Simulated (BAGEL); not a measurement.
**CH5AlS (SMILES C[S][AlH2]) at HF/3-21G (density fitting with qzvpp-jkfit)**

Aim: the vertical ionisation energy of CH5AlS at HF/3-21G (density fitting with qzvpp-jkfit), from 2 runs. 

The calculation is run with BAGEL 1.2.2.

**1. The molecule**

CH5AlS: 8 atoms, total charge 0, spin state singlet. As SMILES, `C[S][AlH2]`. Geometry: relaxed at PBE0-D4/def2-TZVP.

Bond lengths: C1–S2 1.822 Å, S2–Al3 2.168 Å, C1–H4 1.089 Å, C1–H5 1.090 Å, C1–H6 1.089 Å, Al3–H7 1.585 Å, Al3–H8 1.580 Å. Angles: C1–S2–Al3 102.5°, S2–C1–H4 108.7°, S2–C1–H5 111.6°, S2–C1–H6 108.7°, S2–Al3–H7 117.5°, S2–Al3–H8 117.5°, H4–C1–H5 109.2°, H4–C1–H6 109.2°, H5–C1–H6 109.2°, H7–Al3–H8 125.0°.

**2. The energy at HF/3-21G (density fitting with qzvpp-jkfit)**

File input.json:

```json
{ "bagel" : [

{
  "title" : "molecule",
  "basis" : "3-21g",
  "df_basis" : "qzvpp-jkfit",
  "angstrom" : true,
  "geometry" : [
    { "atom" : "C", "xyz" : [   -0.724600,    1.053200,   -0.503600 ] },
    { "atom" : "S", "xyz" : [   -1.089900,   -0.442800,    0.469800 ] },
    { "atom" : "Al", "xyz" : [    0.859700,   -1.372400,    0.651800 ] },
    { "atom" : "H", "xyz" : [   -1.303700,    1.020900,   -1.425600 ] },
    { "atom" : "H", "xyz" : [    0.334900,    1.125300,   -0.747500 ] },
    { "atom" : "H", "xyz" : [   -1.020100,    1.927600,    0.074700 ] },
    { "atom" : "H", "xyz" : [    2.088300,   -0.637300,   -0.027600 ] },
    { "atom" : "H", "xyz" : [    0.947600,   -2.731800,    1.452200 ] }
  ]
},
{ "title" : "hf" },
{ "title" : "print", "file" : "orbitals.molden", "orbitals" : true }

]}
```

Command:

```bash
BAGEL_NUM_THREADS=1 BAGEL input.json > input.out
```

What it wrote:

```text
* using 1 threads per process

  ===============================================================
  ===============================================================

  *** Geometry ***

  { "atom" : "C", "xyz" : [     -1.369296,      1.990260,     -0.951666 ] },
  { "atom" : "S", "xyz" : [     -2.059613,     -0.836771,      0.887793 ] },
  { "atom" : "Al", "xyz" : [      1.624598,     -2.593460,      1.231723 ] },
  { "atom" : "H", "xyz" : [     -2.463636,      1.929221,     -2.693994 ] },
  { "atom" : "H", "xyz" : [      0.632869,      2.126509,     -1.412570 ] },
  { "atom" : "H", "xyz" : [     -1.927710,      3.642636,      0.141163 ] },
  { "atom" : "H", "xyz" : [      3.946315,     -1.204322,     -0.052156 ] },
  { "atom" : "H", "xyz" : [      1.790704,     -5.162354,      2.744260 ] },

  Number of auxiliary basis functions:      421

  Since a DF basis is specified, we compute 2- and 3-index integrals:
    o Being stored without compression. Storage requirement is 0.007 GB

  Number of basis functions:       45
  Number of electrons      :       40

    * METHOD: MOLECULE                             0.10

  *** RHF ***

  === Nuclear Repulsion ===
   134.5723507519

      * DIIS with orbital gradients will be used.

  === RHF iteration (3-21g) ===
      0       -676.68486746          0.01115813           0.02
      1       -676.71886960          0.00279679           0.02
      2       -676.72166217          0.00098546           0.02
      3       -676.72201614          0.00009112           0.02
      4       -676.72202237          0.00001511           0.02
      5       -676.72202256          0.00000417           0.02
      6       -676.72202258          0.00000138           0.02
      7       -676.72202258          0.00000032           0.02
      8       -676.72202258          0.00000009           0.02
      9       -676.72202258          0.00000002           0.02
     10       -676.72202258          0.00000001           0.02
    * SCF iteration converged.

    * Permanent dipole moment:
           (   -0.744904,    -0.313745,     0.334055) a.u.

    * METHOD: HF                                   0.28

    * METHOD: PRINT                                0.00

  ===============================================================
```

Wall time 0.54 s (1 thread of Arm Neoverse V2, shared host); peak memory 0.08 GiB.

**3. The doublet cation at the same level**

File hf.json:

```json
{ "bagel" : [

{
  "title" : "molecule",
  "basis" : "3-21g",
  "df_basis" : "qzvpp-jkfit",
  "angstrom" : true,
  "geometry" : [
    { "atom" : "C", "xyz" : [      -0.724600,       1.053200,      -0.503600 ] },
    { "atom" : "S", "xyz" : [      -1.089900,      -0.442800,       0.469800 ] },
    { "atom" : "Al", "xyz" : [       0.859700,      -1.372400,       0.651800 ] },
    { "atom" : "H", "xyz" : [      -1.303700,       1.020900,      -1.425600 ] },
    { "atom" : "H", "xyz" : [       0.334900,       1.125300,      -0.747500 ] },
    { "atom" : "H", "xyz" : [      -1.020100,       1.927600,       0.074700 ] },
    { "atom" : "H", "xyz" : [       2.088300,      -0.637300,      -0.027600 ] },
    { "atom" : "H", "xyz" : [       0.947600,      -2.731800,       1.452200 ] }
  ]
},

{ "title" : "uhf", "charge" : 1, "nopen" : 1 },

{ "title" : "print", "file" : "orbitals.molden", "orbitals" : true }

]}
```

Command:

```bash
BAGEL_NUM_THREADS=1 BAGEL hf.json > hf.out
```

What it wrote:

```text
* using 1 threads per process

  ===============================================================
  ===============================================================

  *** Geometry ***

  { "atom" : "C", "xyz" : [     -1.369296,      1.990260,     -0.951666 ] },
  { "atom" : "S", "xyz" : [     -2.059613,     -0.836771,      0.887793 ] },
  { "atom" : "Al", "xyz" : [      1.624598,     -2.593460,      1.231723 ] },
  { "atom" : "H", "xyz" : [     -2.463636,      1.929221,     -2.693994 ] },
  { "atom" : "H", "xyz" : [      0.632869,      2.126509,     -1.412570 ] },
  { "atom" : "H", "xyz" : [     -1.927710,      3.642636,      0.141163 ] },
  { "atom" : "H", "xyz" : [      3.946315,     -1.204322,     -0.052156 ] },
  { "atom" : "H", "xyz" : [      1.790704,     -5.162354,      2.744260 ] },

  Number of auxiliary basis functions:      421

  Since a DF basis is specified, we compute 2- and 3-index integrals:
    o Being stored without compression. Storage requirement is 0.007 GB

  Number of basis functions:       45
  Number of electrons      :       40

    * METHOD: MOLECULE                             0.10

  *** Open-shell HF ***

  === Nuclear Repulsion ===
   134.5723507519

      * DIIS with orbital gradients will be used.

  === UHF iteration (3-21g) ===
      0       -676.34787654          0.02260861           0.03
      1       -676.40151905          0.00640245           0.03
      2       -676.40704359          0.00252527           0.04
      3       -676.40830722          0.00097464           0.04
      4       -676.40852786          0.00032768           0.04
      5       -676.40856858          0.00009501           0.04
      6       -676.40857441          0.00001363           0.04
      7       -676.40857619          0.00000343           0.04
      8       -676.40857711          0.00000151           0.04
      9       -676.40857749          0.00000092           0.04
     10       -676.40857765          0.00000049           0.04
     11       -676.40857768          0.00000027           0.04
     12       -676.40857768          0.00000018           0.04
     13       -676.40857768          0.00000013           0.04
     14       -676.40857768          0.00000010           0.04
     15       -676.40857768          0.00000007           0.04
     16       -676.40857768          0.00000003           0.04
     17       -676.40857768          0.00000001           0.04
    * SCF iteration converged.

    * S^2 (UHF) is 0.7556

    * Permanent dipole moment:
           (   -0.177686,    -0.420091,     0.288507) a.u.

    * METHOD: UHF                                  0.71

    * METHOD: PRINT                                0.00

  ===============================================================
```

Run time: 0.99 s. Hardware: 1 thread of Arm Neoverse V2, shared host; peak memory 0.08 GiB.

**4. Results**

At HF/3-21G (density fitting with qzvpp-jkfit):

| quantity | value |
| --- | --- |
| singlet CH5AlS: total energy | -676.72202 Eh |
| singlet CH5AlS: dipole moment | 2.22 D |
| singlet CH5AlS: HOMO energy | -9.85 eV |
| singlet CH5AlS: LUMO energy | 1.20 eV |
| singlet CH5AlS: HOMO–LUMO gap | 11.05 eV |
| doublet cation: total energy | -676.40858 Eh |
| doublet cation: ⟨S²⟩ | 0.756 |
| vertical ionisation energy (to the doublet cation) | 8.529 eV |

**Reading.** The vertical ionisation energy comes to 8.53 eV (197 kcal/mol). −ε(HOMO) before ionisation, 9.85 eV, is 1.32 eV above this ionisation energy.
